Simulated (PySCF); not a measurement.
**AlC−: bond curves at several levels of theory**

What are the lowest state that PBE0 finds, the bond length, vibrational wavenumber and bond energy of AlC−, and how much do these hang on the method?

The runs use PySCF 2.14.0; Al def2-SVPD, C def2-SVPD, no relativity.

2 further runs of the same task are left out: 2 set aside as unsound or not needed.

### 1 The job

A driver script around PySCF takes these settings:

* atoms: Al, C
* charge: -1
* basis: Al def2-SVPD, C def2-SVPD
* Hamiltonian: no relativity
* basis functions: 44
* electrons treated: 20
* masses in u: 26.9815, 12.0000
* levels: PBE0, PBE, r²SCAN, revPBE, M06-L, TPSSh, HF, MP2, SCS-MP2, CCSD, CCSD(T)
* grid: 80 radial by 434 angular points
* occupations: held fixed by the projection of orbital angular momentum
* dissociation limit: Al + C−, each in its ground configuration
* starting distance in angstrom: 2.005
* values of 2S to try: 0, 2, 4

Launch:

```console
> OMP_NUM_THREADS=1 python dia.py task.json out
```

Further steps of the session: First curve: PBE0; Other states along the same grid; PBE (GGA); r²SCAN; revPBE (GGA); M06-L (meta-GGA); TPSSh (hybrid meta-GGA); ROHF; MP2 and coupled cluster.

What does the calculation give? Wanted: for each run, Re; ωe; De; μ.

As calculated:

Lowest PBE0 solution found, without spin–orbit coupling: ³Π (triplet), unpaired electrons σ ↑, π ↑. State 2 has its PBE0 minimum 0.29 eV higher, as a spin-mixed determinant (⟨S²⟩ = 1.02), so this is no gap between pure states. The other levels ran on the lowest alone.

```
       level  Re (Å)  ωe (cm⁻¹)  De (eV)  μ (D)
        ROHF   1.838        846     2.02  -1.00
    ROHF-MP2   1.881        762     3.44    n/a
ROHF-SCS-MP2   1.880        762     3.39    n/a
   ROHF-CCSD   1.882        754     3.36    n/a
ROHF-CCSD(T)   1.894        731     3.60    n/a
         PBE   1.882        746     4.24  -1.60
      revPBE   1.891        734     4.05  -1.52
      r²SCAN   1.877        742     3.94  -1.20
       M06-L   1.868        767     3.87  -1.27
       TPSSh   1.875        748     3.90  -1.32
        PBE0   1.870        751     3.85  -1.39
```

De is counted to Al + C− in their ground configurations. A positive dipole points from Al to C; in an ion it is taken about the centre of mass and does not tell which atom is negative.

What this shows: Bond lengths run from 1.838 Å (ROHF) to 1.894 Å (ROHF-CCSD(T)). Of the levels with a De here, ROHF gives the least (2.02 eV) and PBE the most (4.24 eV).

Correlated steps freeze 6 core orbitals. T1 is 0.068 near the minimum (highest on the curve 0.087), which may point to more than one leading configuration. With some functionals the highest level of the anion is positive, from self-interaction error or because the anion is truly unbound there; the finite basis then holds the extra electron, and no neutral molecule was run to test the binding.
